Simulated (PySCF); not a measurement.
Molecule: Cyclopropylamine (SMILES NC1CC1).

Structure with atom numbers: `[NH2:1][CH:2]1[CH2:3][CH2:4]1` (H(Xn): hydrogen on atom n). Ha(C3), Ha(C4) are cis to N1 on the ring; Hb(C3), Hb(C4) are trans to N1 on the ring.

Spin–spin couplings on one PBE0-D3(BJ)/def2-SVP geometry, PySCF, gas phase, non-relativistic, equivalent pairs averaged (spin–dipole term only in couplings to heteroatoms); isotopes $^{1}$H; basis pcJ-1.

Reference values (Hz): $^{3}J$(H(C2),Hb(C3)) = 6.6 (measured; solution (compiled); Pretsch, Buehlmann, Badertscher, Structure Determination of Organic Compounds, 4th ed., Springer 2009); $^{3}J$(H(C2),Ha(C3)) = 3.6 (measured; solution (compiled); Pretsch, Buehlmann, Badertscher, Structure Determination of Organic Compounds, 4th ed., Springer 2009); $^{2}J$(Hb(C3),Ha(C3)) = -4.3 (measured; solution (compiled); Pretsch, Buehlmann, Badertscher, Structure Determination of Organic Compounds, 4th ed., Springer 2009).

Question: How do the couplings (Hz) change with the functional? Times are CPU seconds on shared hosts with different chips, so compare them loosely; the GGAs took longer than the global hybrids here, which isn't the general rule, and the cause wasn't traced.

Answer: 
| functional | functions | $^{3}J$(H(C2),Hb(C3)) | $^{3}J$(H(C2),Ha(C3)) | $^{2}J$(Hb(C3),Ha(C3)) | mean abs. error | core-s |
| --- | --- | --- | --- | --- | --- | --- |
| HF | 178 | 9.7 | 5.5 | -17.4 | 6.0 | 7.8 |
| LDA | 178 | 6.5 | 3.4 | -3.6 | 0.3 | 10 |
| PBE | 178 | 7.5 | 4.2 | -5.6 | 0.9 | 14 |
| KT2 | 178 | 8.9 | 5.2 | -7.9 | 2.5 | 14 |
| B3LYP | 178 | 8.1 | 4.4 | -6.0 | 1.3 | 12 |
| PBE0 | 178 | 7.7 | 4.3 | -7.1 | 1.5 | 12 |
| B97-2 | 178 | 7.2 | 4.0 | -5.8 | 0.8 | 12 |
| BHandHLYP | 178 | 8.6 | 4.8 | -8.2 | 2.3 | 8.5 |
| CAM-B3LYP | 178 | 8.1 | 4.4 | -6.3 | 1.5 | 16 |

Errors compare magnitudes, without vibrational corrections, and the largest couplings weigh most in the mean. Closest: LDA; furthest: HF.
